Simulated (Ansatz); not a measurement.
Ideal-gas functions of C$_{2}$Cl$_{4}$ at 298.15 K and 1 bar, from an Ansatz frequency run at PBE0-D4/def2-TZVP.

Molar mass 165.83 g/mol, point group D2h (symmetry number 4), electronic degeneracy 1, moments of inertia 294.557, 363.467, 658.024 u Å². Harmonic wavenumbers (cm⁻¹, unscaled): 101, 176, 238, 296, 317, 354, 464, 559, 804, 937, 1015, 1646.

Use S(trans) = R[1.5 ln M + 2.5 ln T − 1.1517]; rotational temperatures θ = 24.2544 K / I; S(rot) = R[ln(√π/σ · √(T³/θAθBθC)) + 1.5]; for each mode x = 1.438777 ν̃/T, S = R[x/(eˣ − 1) − ln(1 − e⁻ˣ)] and H = RT x/(eˣ − 1); 1 cm⁻¹ = 0.0119627 kJ/mol; R = 8.31446 J/(mol·K).

Task: By hand: the entropy, in J/(mol·K).

Result: Translation 172.6. Rotation: θ = 0.0823, 0.0667, 0.0369 K, giving 112.1. Vibration, mode by mode: 14.37, 9.92, 7.61, 6.02, 5.55, 4.80, 3.16, 2.20, 0.85, 0.50, 0.37, 0.03, in all 55.4. Electronic 0.0. Sum 340.1 J/(mol·K).

Task: By hand: H − E and G − E in kJ/mol, counted from the electronic energy.

Result: Zero-point energy ½ × 6907 × 0.0119627 = 41.3; thermal vibration 9.5; translation, rotation and pV give 4 RT = 9.9. H − E = 60.7 kJ/mol, and G − E = 60.7 − 298.15 × 340.1/1000 = -40.7 kJ/mol.

Vibration gives 16 % of the entropy, 14.4 J/(mol·K) of it from the mode under 150 cm⁻¹: soft modes count most, and the harmonic formula is weakest for them.
